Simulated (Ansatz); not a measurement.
Saddle point of CH$_{3}$Cl$_{2}$ (charge -1), singlet ([CH₃Cl ([CH3][Cl]) + Cl]⁻ → [CH₃Cl ([CH3][Cl]) + Cl]⁻; bonds formed: C2–Cl3; bonds broken: Cl1–C2), PBE0-D4/def2-TZVPD structure:

```csv
atom,x (Å),y (Å),z (Å)
Cl1,-1.5025,-0.2094,1.7337
C2,-0.0001,0.0000,0.0001
Cl3,1.5022,0.2094,-1.7334
H4,-0.3851,-0.8974,-0.4424
H5,0.8124,-0.0521,0.6975
H6,-0.4270,0.9496,-0.2556
```

Energies are electronic, without zero-point energy. Barriers and step energies count from the start structure reached by relaxing down the imaginary mode; all methods use the PBE0-D4 structures, on which another method's saddle can fall below an end. Computed with Ansatz 0.2.0 (basis: def2-TZVPPD, with def2-QZVPPD for the basis limit); correlated methods freeze the cores. B3LYP uses VWN-RPA correlation. Extrapolation: Hartree–Fock as exp(−7.88 √X), correlation as X^−2.97.

```tsv
method	barrier (kcal/mol)	step energy (kcal/mol)
SPW92	6.88	-0.01
PBE-D4	7.03	0.00
BLYP-D4	5.40	0.00
r2SCAN-D4	8.05	0.00
B97M-V	?	0.00
PBE0-D4	11.05	0.00
B3LYP-D4	8.94	0.00
r2SCAN0-D4	?	0.00
BHLYP-D4	12.80	0.00
CAM-B3LYP-D4	12.60	0.00
wB97X-V	14.71	0.00
wB97M-V	13.43	0.00
B2PLYP	?	0.00
PBE-QIDH	13.79	0.00
RPA on PBE	10.64	0.00
HF	16.73	0.01
MP2	14.58	0.00
CCSD	14.98	0.00
CCSD(T)	13.10	0.00
```

(1) Fill in the withheld barriers. (An estimate is asked for; the value comes from the calculation.)

T1 diagnostic: at most 0.017.

## Answers

(1) By the calculation: B2PLYP 10.88; r2SCAN0-D4 11.41; B97M-V 10.66 kcal/mol. Each is the energy of the saddle less that of the start structure, by the same method.

For comparison, the barrier by CCSD(T) at an estimated basis limit (MP2 extrapolated from triple and quadruple zeta, plus CCSD(T) − MP2 in triple zeta) is 13.47 kcal/mol.

Labels in which every atom is bracketed show which atoms are joined, not bond orders.

For scale, one of the runs: CCSD(T)/def2-TZVPPD, 190 basis functions, launched by `ansatz run in.yaml --threads 2 --pin off --events-out ev --progress --plain --max-ram 4352MiB`. The run took 37 s on 2 CPU threads of an Arm Neoverse V2 (shared host), with 1.9 GiB of host memory at its peak.
